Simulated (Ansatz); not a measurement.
Mulliken charges of `N[B]O` radical from B3LYP/def2-TZVPP in Ansatz (PBE0-D4/def2-TZVP geometry).

```tsv
atom	x (Å)	y (Å)	z (Å)	charge (e)
N1	-0.302	-0.435	-0.827	-0.275
B2	-0.251	0.499	0.200	0.021
O3	0.637	0.414	1.225	-0.278
H4	-0.956	-0.374	-1.584	0.170
H5	0.318	-1.231	-0.871	0.145
H6	0.555	1.127	1.858	0.217
```

Q: By hand: the dipole of these point charges (1 e Å = 4.8032 D).

A: Σ q r = (-0.095, 0.017, -0.101) e Å, of length 0.140 e Å = 0.67 D.

Q: How does the dipole of the full density compare? (An estimate is asked.)

A: Ansatz gave: (-0.023, -0.052, -0.082) e Å, 0.48 D; the point charges give 1.40 times that, at 47° from its direction.

Point charges leave out the atoms' own dipoles, such as those of lone pairs, and Mulliken's split depends on the basis, so the two needn't agree.

B3LYP here is the variant with VWN-RPA as its local correlation; programs differ in this.
